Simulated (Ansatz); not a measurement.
Process, species as SMILES: OCl (OH-Cl) → HClO+ (doublet, bonded as ClO) + e-
B3LYP-D3(BJ)/def2-TZVP geometries, fixed; electronic energies without zero-point terms.

Basis-set convergence of the adiabatic ionisation energy at PBE0 with Ansatz (a quantum-chemistry and plane-wave program). Cartesian d functions, on some or all atoms, in 6-31G*, 6-31G**, 6-311G**; all else is spherical. The program fits the integrals of some runs and decomposes those of others, by size. Open shells are unrestricted. No added dispersion term, no relativity. Functions are those of the species that has most. Reference: the value in pcseg-4, 10.882 eV, itself unsure by roughly 0.004 eV (its mean distance from aug-pcseg-3, aug-cc-pV(Q+d)Z, cc-pV(5+d)Z). Deviations are taken from unrounded values.

```
basis        functions
-----------  ---------
STO-3G              15
3-21G               24
6-31G               24
6-31G*              36
6-31G**             39
6-311G**            51
def2-SVPD           58
aug-pcseg-1         59
def2-TZVPD          95
def2-TZVPPD        108
aug-pcseg-2        119
def2-QZVPPD        178
aug-pcseg-3        223
```

### Question
Which is the smallest set listed that can be trusted to 0.05 eV here, that is, within that of the reference together with its larger relatives (same family, alike in diffuse functions; a set with none to test it counts only in the reference's own line)?

### Answer
The smallest set listed that lies within 0.05 eV of the reference with all its larger relatives (same family, alike in diffuse functions; a set with none counts only in the reference's own line) is def2-TZVPD (95 functions, 0.012 eV off). Inside the window by cancellation, since a larger relative falls out: 6-31G*, 6-31G**. Value minus reference: STO-3G -1.092, 3-21G 0.338, 6-31G 0.629, 6-31G* -0.010, 6-31G** -0.010, 6-311G** 0.103, def2-SVPD 0.244, aug-pcseg-1 0.200, def2-TZVPD 0.012, def2-TZVPPD 0.015, aug-pcseg-2 0.037, def2-QZVPPD 0.005, aug-pcseg-3 0.003 eV.
